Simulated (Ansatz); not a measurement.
fluoromethane (SMILES CF) moved off its minimum; all values from Ansatz (a quantum-chemistry and plane-wave program), cores frozen in correlated methods.
(charge 0, multiplicity 1)
```xyz
5

C     -0.6605     0.0928     0.0333
F      0.7315    -0.1585    -0.0187
H     -0.9049    -0.0189     1.1862
H     -0.8940     1.1563    -0.2530
H     -1.0351    -0.6167    -0.5451
```

Task: Give the forces (eV/Å), the total energy and the dipole at CCSD(T)/aug-cc-pVTZ.

Result: 
| atom | Fx | Fy | Fz |
|---|---|---|---|
| C1 | 2.321 | 3.393 | 5.092 |
| F2 | -0.251 | 0.583 | -0.175 |
| H3 | -0.019 | 0.059 | -2.413 |
| H4 | 0.353 | -1.150 | -0.031 |
| H5 | -2.404 | -2.884 | -2.473 |
Energy -139.5553 hartree, dipole 1.95 D.
